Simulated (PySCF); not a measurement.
Method: PySCF energies plus ideal-gas RRHO corrections (1 bar). 'Table' is the NASA 1993 thermochemical table (part measured, part estimated). 6-31G* has spherical d functions here. All species are closed-shell singlets. The harmonic model lacks anharmonicity and excited electronic states, which grow with temperature; levels with a mode under 35 cm⁻¹ are left out. The table's entry may be an old estimate for HOCl (not checked at source).

Harmonic frequencies at HF/6-31G* (cm⁻¹): 849, 1422, 4062. Point group Cs; S°(298 K) = 235.7 J/mol/K at this level.

Question: Work out Cp and S° of gaseous HOCl at 500, 800, 1200, 1600, 2000 K from these, and set them beside the table.

Answer: 
```json
[
 {"T (K)": "500", "Cp HF/6-31G*": "40.8", "Cp table": "42.3", "S° HF/6-31G*": "255.5", "S° table": "257.1"},
 {"T (K)": "800", "Cp HF/6-31G*": "45.4", "Cp table": "46.6", "S° HF/6-31G*": "275.8", "S° table": "278.1"},
 {"T (K)": "1200", "Cp HF/6-31G*": "49.0", "Cp table": "50.1", "S° HF/6-31G*": "294.9", "S° table": "297.7"},
 {"T (K)": "1600", "Cp HF/6-31G*": "51.5", "Cp table": "52.5", "S° HF/6-31G*": "309.3", "S° table": "312.4"},
 {"T (K)": "2000", "Cp HF/6-31G*": "53.2", "Cp table": "54.1", "S° HF/6-31G*": "321.0", "S° table": "324.3"}
]
```
Units J/mol/K.
